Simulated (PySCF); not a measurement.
Acid–base and redox partners of C=C=C. All species are isolated molecules in the gas phase. Strings in code marks are SMILES.

The HOMO–LUMO gap from two functionals at the same geometries (B3LYP-D3(BJ)/def2-TZVP), both in PySCF: PBE-D3(BJ)/def2-TZVP and B3LYP-D3(BJ)/def2-TZVP. B3LYP has the VWN-RPA correlation part, as in Gaussian. 

```tsv
species	PBE-D3(BJ)/def2-TZVP (eV)
neutral parent (`C(=C)=C`)	5.84
proton added at C1 (`[C+](=C)C` (not the most basic site))	3.33
proton added at C2 (`C=C[CH2+]`)	3.66
```

Problem. What does B3LYP-D3(BJ)/def2-TZVP give for each?

Solution. 
- neutral parent (`C(=C)=C`): 7.56
- proton added at C1 (`[C+](=C)C` (not the most basic site)): 5.24
- proton added at C2 (`C=C[CH2+]`): 5.25
Over these rows, drawn at random from the members with no instability flagged (it was tested for open shells, ions and some series alone), PBE minus B3LYP-D3(BJ): mean -1.74 eV, from -1.91 eV to -1.60 eV.
